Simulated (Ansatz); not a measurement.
CH4BCl, SMILES BCCl, a single point in a Gaussian basis

Program: the Ansatz DFT code, driven from Python.

`ch4bcl_energy.py`:
```python
"""Single point of CH4BCl."""

from pathlib import Path

import ansatz

geometry_ang = [
    ("B", (-0.6575, -0.054, -0.6114)),
    ("C", (0.4462, -0.1487, 0.4559)),
    ("Cl", (1.2802, 1.4022, 0.6174)),
    ("H", (-1.3137, -0.9302, -0.8757)),
    ("H", (-0.8935, 1.007, -1.2015)),
    ("H", (1.1643, -0.9145, 0.1319)),
    ("H", (0.0353, -0.4297, 1.4376)),
]
system = ansatz.Crystal.molecule()
for symbol, xyz in geometry_ang:
    system = system.atom(symbol, xyz)

calc = system.calculation().basis(gaussian="aug-cc-pVDZ").correlation("mp2").orbitals()
result = calc.run(threads=1, backend="cpu", runs_dir="ch4bcl_runs")
rep = result.report

print(f"E = {rep['free_energy_ev']:.6f} eV = {rep['free_energy_ev'] / 27.211386246:.7f} Ha")
print("converged:", rep["converged"], " doubts:", rep["published_state_doubts"] or "none")

print("correlation energy", round(rep["free_energy_ev"] - rep["reference_energy_ev"], 5), "eV")
cluster = rep["correlation"].get("coupled_cluster")
if cluster:
    print("cycles", cluster["cycles"], " T1 diagnostic", round(cluster["t1_diagnostic"], 4), " largest double", round(cluster["largest_double"], 4))

lines = Path(rep["orbitals_path"]).read_text().splitlines()
field_of = lambda key: [line.split("=")[1].strip() for line in lines if line.startswith(key)]
orbitals = [(27.211386 * float(e), s, float(n)) for e, s, n in zip(field_of("Ene="), field_of("Spin="), field_of("Occup="))]
homo = max(e for e, _, n in orbitals if n > 0.5)
lumo = min(e for e, _, n in orbitals if n < 0.5)
print(f"HOMO {homo:.3f} eV, LUMO {lumo:.3f} eV, gap {lumo - homo:.3f} eV")
```

```console
$ python ch4bcl_energy.py
E = -14279.001145 eV = -524.7436134 Ha
converged: True  doubts: none
correlation energy -10.3399 eV
HOMO -11.472 eV, LUMO 0.894 eV, gap 12.365 eV
```

Caveats:
- Total energies depend on the basis set; only differences at equal settings carry meaning.
- The geometry is a force-field or estimated start, not a minimum of this method, and the basis set is short of its limit.
- Levels such as HOMO and LUMO are orbital energies: in Hartree-Fock the gap is too wide and the LUMO hangs on the basis.
- Inner cores stay frozen, so this is valence correlation.
- Wall time of the script: 2.1 s on 1 thread of Arm Neoverse V1, on a shared host, peak memory 0.24 GiB.

(A comment or docstring line of the script was reworded after the run, the code is as it ran; lines on the test bed's own set-up are left out of the output.)
